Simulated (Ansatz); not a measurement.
System: SiH4, net charge -1, doublet state. 
Structure (B3LYP-D3(BJ)/def2-TZVP (Ansatz, a program for electronic structure) minimum search):
```
Si
H 1 1.5191
H 1 1.5191 2 104.08
H 1 1.6296 2 94.09 3 95.26
H 1 1.6296 2 94.09 4 169.48
```
Charge -1, spin multiplicity 2.

Basis-set convergence of Hartree-Fock and MP2 correlation energies (hartree) with Ansatz. Correlated levels leave the core frozen unless marked. Open shells are spin-unrestricted. Spin-orbit coupling is left out. No relativistic terms.

| basis | functions | E(HF) | E(corr, MP2) |
|---|---|---|---|
| aug-cc-pV(D+d)Z | 68 | -291.17018 | -0.13930 |
| aug-cc-pV(T+d)Z | 147 | ? | ? |

Task: Fill in the missing entries.

Result: 
- aug-cc-pV(T+d)Z, E(HF): -291.18295
- aug-cc-pV(T+d)Z, E(corr, MP2): -0.16553
